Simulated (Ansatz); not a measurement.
We consider Li2Si2O5 (Ccc2, No. 37), described by HSE06 (Ansatz, a quantum-chemistry and plane-wave program, plane waves, PAW).

Numerical settings: plane-wave cutoff 500 eV, 4×4×4 k mesh, gaussian smearing 0.02 eV, scalar-relativistic PAW data made under PBE.

Cell (relaxed with PBEsol):

```cif
data_Li4O10Si4
_chemical_formula_sum 'Li4 Si4 O10'
_space_group_name_H-M_alt 'P 1'
_space_group_IT_number 1
_cell_length_a 7.89328
_cell_length_b 7.89328
_cell_length_c 4.78969
_cell_angle_alpha 90.000
_cell_angle_beta 90.000
_cell_angle_gamma 136.677
loop_
_space_group_symop_operation_xyz
  'x, y, z'
loop_
_atom_site_label
_atom_site_type_symbol
_atom_site_fract_x
_atom_site_fract_y
_atom_site_fract_z
_atom_site_occupancy
Li1 Li 0.09461 0.20952 0.59640 1
Li2 Li 0.90539 0.79048 0.59640 1
Li3 Li 0.79048 0.90539 0.09640 1
Li4 Li 0.20952 0.09461 0.09640 1
Si1 Si 0.19634 0.49185 0.09353 1
Si2 Si 0.80366 0.50815 0.09353 1
Si3 Si 0.50815 0.80366 0.59353 1
Si4 Si 0.49185 0.19634 0.59353 1
O1 O 0.76075 0.90277 0.49894 1
O2 O 0.23925 0.09723 0.49894 1
O3 O 0.09723 0.23925 0.99894 1
O4 O 0.90277 0.76075 0.99894 1
O5 O 0.50000 0.00000 0.53441 1
O6 O 0.00000 0.50000 0.03441 1
O7 O 0.54232 0.26802 0.93026 1
O8 O 0.45768 0.73198 0.93026 1
O9 O 0.73198 0.45768 0.43026 1
O10 O 0.26802 0.54232 0.43026 1
```

Problem. Give the computed band gap.

Solution. 
- band gap: 7.06 eV (on the SCF k mesh)

Note: cell and atoms aren't relaxed at this level (pressure -2.0 GPa).

Static lattice: no zero-point or thermal effects.

The result took around 22 core-minutes (rough).
